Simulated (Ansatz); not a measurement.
Species: C4H5 (charge 0, doublet). It need not be the lowest isomer of its formula. SMILES: [C]1=CCC1
Geometry from a B3LYP-D3(BJ)/def2-TZVP (Ansatz, a first-principles code) optimisation:
```
C
H 1 1.0917
H 1 1.0917 2 110.51
C 1 1.5310 2 114.80 3 -131.78
C 4 1.3243 1 90.43 2 -115.15
H 4 1.0784 5 136.65 1 180.00
C 5 1.5102 4 98.96 6 180.00
H 7 1.0894 5 115.96 4 114.41
H 7 1.0894 8 109.91 5 -133.96
```
Charge 0, spin multiplicity 2.

Quantity: atomisation energy (electronic, to ground-state atoms), in eV. Valence correlation only, unless marked. UHF or UKS for open shells. Spin-orbit coupling is left out. No relativistic terms. The coupled-cluster limit lacks core correlation, which all-electron functionals hold. CBS marks a two-point X^-3 extrapolation of the correlation energy; Hartree-Fock from the larger set. The bracket is a focal-point correction in the basis named.

```csv
level,program,atomisation energy (eV)
HF/STO-3G,Ansatz,34.51
HF/aug-cc-pVDZ,Ansatz,27.85
PBE-D4/def2-TZVPD,Ansatz + dftd4,39.61
PBE0/STO-3G,Ansatz,45.60
PBE0-D3(BJ)/def2-TZVP,Ansatz + dftd3,38.90
PBE0-D3(BJ)/def2-TZVPD,Ansatz + dftd3,38.91
PBE0-D4/def2-TZVP,Ansatz + dftd4,38.89
BHLYP-D4/def2-TZVPD,Ansatz + dftd4,37.12
BHLYP/def2-TZVPD,Ansatz,36.96
r2SCANh-D4/def2-TZVPD,Ansatz + dftd4,38.35
r2SCAN0-D4/def2-TZVPD,Ansatz + dftd4,38.05
HSE06-D4/def2-TZVPD,Ansatz + dftd4,38.93
CAM-B3LYP/def2-TZVPD,Ansatz,38.26
wB97X-V/def2-TZVPD,Ansatz,38.28
B2PLYP-D4/def2-TZVPD,Ansatz + dftd4,37.93
RI-MP2/cc-pVTZ,Ansatz,37.67
SCS-MP2/cc-pVTZ,Ansatz,37.30
CCSD/cc-pVDZ,Ansatz,34.92
CCSD(T)/6-31G,Ansatz,33.10
CCSD(T)/6-31G*,Ansatz,35.21
"RI-MP2/CBS(cc-pVTZ,cc-pVQZ)+[CCSD(T)-MP2]/cc-pVTZ",Ansatz,38.16
```

The UHF reference is spin-contaminated (<S^2> 0.18 over the pure value in the largest basis).
